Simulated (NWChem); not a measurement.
# C2H4Si (ethynylsilane): BP86/6-31G(d) (spherical functions)

We compute a geometry optimisation of C2H4Si (ethynylsilane). 

Program for the calculation: NWChem 7.3.0.

**1. The structure to begin with**

C2H4Si: 7 atoms, total charge 0, spin state singlet. SMILES: `C#C[SiH3]`. Geometry: relaxed at PBE0-D4/def2-TZVP. The run starts from this shape.

Bond lengths: C1–C2 1.206 Å, C2–Si3 1.823 Å, C1–H4 1.066 Å, Si3–H5 1.483 Å, Si3–H6 1.483 Å, Si3–H7 1.483 Å. Angles: C1–C2–Si3 180.0°, C2–C1–H4 180.0°, C2–Si3–H5 109.3°, C2–Si3–H6 109.3°, C2–Si3–H7 109.3°, H5–Si3–H6 109.6°, H5–Si3–H7 109.6°, H6–Si3–H7 109.6°.

**2. A geometry optimisation at BP86/6-31G(d) (spherical functions)**

The input, job.nw:

```
start job
memory stack 880 mb heap 220 mb global 1100 mb
geometry units angstrom
C       -0.580700      -1.871400       0.172200
C       -0.218500      -0.726500       0.062400
Si       0.329800       1.004300      -0.103800
H       -0.901000      -2.883500       0.269300
H       -0.094500       1.528300      -1.425000
H       -0.281700       1.818100       0.974900
H        1.807900       1.062900       0.004400
end
basis "ao basis" spherical bse
* library 6-31G*
end
dft
xc becke88 perdew86
grid fine
convergence energy 1e-08
maxiter 100
mulliken
noprint "final vectors analysis"
end
driver
tight
maxiter 40
end
task dft optimize
```

The run is started by

```console
$ nwchem job.nw > job.out
```

The log of the run:

```text
Northwest Computational Chemistry Package (NWChem) 7.3.0
             --------------------------------------------------------

           Job information
           ---------------

    nwchem branch   = 7.3.0
    use scalapack   = T
    input           = job.nw
    prefix          = job.
    data base       = ./job.db
    status          = startup
    nproc           =        1

           Memory information
           ------------------

    heap     =     28835838 doubles =      220.0 Mbytes
    stack    =    115343355 doubles =      880.0 Mbytes
    global   =    144179200 doubles =     1100.0 Mbytes (distinct from heap & stack)
    total    =    288358393 doubles =     2200.0 Mbytes
    verify   = yes
    hardfail = no

           Directory information
           ---------------------

  0 permanent = .
  0 scratch   = .

                                NWChem Input Module
                                -------------------

 Scaling coordinates for geometry "geometry" by  1.889725989
 (inverse scale =  0.529177249)

 C3  symmetry detected

          ------
          auto-z
          ------
  Looking for out-of-plane bends
  no constraints, skipping    0.0000000000000000
  no constraints, skipping    0.0000000000000000

[... 24 lines left out ...]
            Nuclear Dipole moment (a.u.)
[... 352 lines left out ...]
           Coulomb energy =      252.629636455732
[... 241 lines left out ...]
          Convergence aids based upon iterative change in
[... 259 lines left out ...]
          total energy or number of iterations.
[... 290 lines left out ...]
          Convergence on gradient requested:  5.00D-04
[... 278 lines left out ...]
          Spatial weights used:  Erf1
[... 234 lines left out ...]
@    2    -368.03359318 -1.1D-04  0.00208  0.00044  0.00853  0.01855     28.3
[... 316 lines left out ...]
          Convergence on energy requested:  1.00D-08
[... 201 lines left out ...]
          Convergence Information
[... 271 lines left out ...]
     step= 1.00 grad=-1.6D-06 hess= 2.7D-07 energy=   -368.033604 mode=accept
[... 247 lines left out ...]
          Convergence Information
[... 255 lines left out ...]
          Spatial weights used:  Erf1
[... 206 lines left out ...]
 Nuclear repulsion energy =       82.278971598541
[... 308 lines left out ...]
                Final and change from initial internal coordinates
[... 30 lines left out ...]
 ==============================================================================
                                 internuclear angles
 ------------------------------------------------------------------------------
        center 1       |       center 2       |       center 3       |  degrees
 ------------------------------------------------------------------------------
    2 C                |   1 C                |   4 H                |   180.00
    1 C                |   2 C                |   3 Si               |   180.00
    2 C                |   3 Si               |   5 H                |   109.98
    2 C                |   3 Si               |   6 H                |   109.98
    2 C                |   3 Si               |   7 H                |   109.98
    5 H                |   3 Si               |   6 H                |   108.95
    5 H                |   3 Si               |   7 H                |   108.95
    6 H                |   3 Si               |   7 H                |   108.95
 ------------------------------------------------------------------------------
                            number of included internuclear angles:          8
 ==============================================================================

 Task  times  cpu:       49.7s     wall:       49.7s
 Total times  cpu:       49.8s     wall:       49.8s
```

It took 51 s on 1 thread of AMD EPYC 7R43 (Zen 3), shared host; peak memory 0.11 GiB.

Steps, from the record of the run:

```
step  energy from the first frame kept (eV)  largest force (eV/Å)
   0                                 0.0000                1.8859
   1                                -0.0273                0.2943
   2                                -0.0304                0.1205
   3                                -0.0307                0.0351
   4                                -0.0307                0.0219
   5                                -0.0307                0.0001
   6                                -0.0307                0.0001
```

After the run. Bond lengths: C1–C2 1.226 Å, C2–Si3 1.830 Å, C1–H4 1.076 Å, Si3–H5 1.498 Å, Si3–H6 1.498 Å, Si3–H7 1.498 Å. Angles: C1–C2–Si3 180.0°, C2–C1–H4 180.0°, C2–Si3–H5 110.0°, C2–Si3–H6 110.0°, C2–Si3–H7 110.0°, H5–Si3–H6 109.0°, H5–Si3–H7 109.0°, H6–Si3–H7 109.0°.

**3. What came out**

At BP86/6-31G* (spherical functions):

```
               quantity          value
total energy at the end  -368.03360 Eh
          dipole moment         0.53 D
```

**Reading.** At the final geometry: Bond lengths: C1–C2 1.226 Å, C2–Si3 1.830 Å, C1–H4 1.076 Å, Si3–H5 1.498 Å, Si3–H6 1.498 Å, Si3–H7 1.498 Å. Angles: C1–C2–Si3 180.0°, C2–C1–H4 180.0°, C2–Si3–H5 110.0°, C2–Si3–H6 110.0°, C2–Si3–H7 110.0°, H5–Si3–H6 109.0°, H5–Si3–H7 109.0°, H6–Si3–H7 109.0°. The optimisation took 7 steps and changed the energy by -0.031 eV.
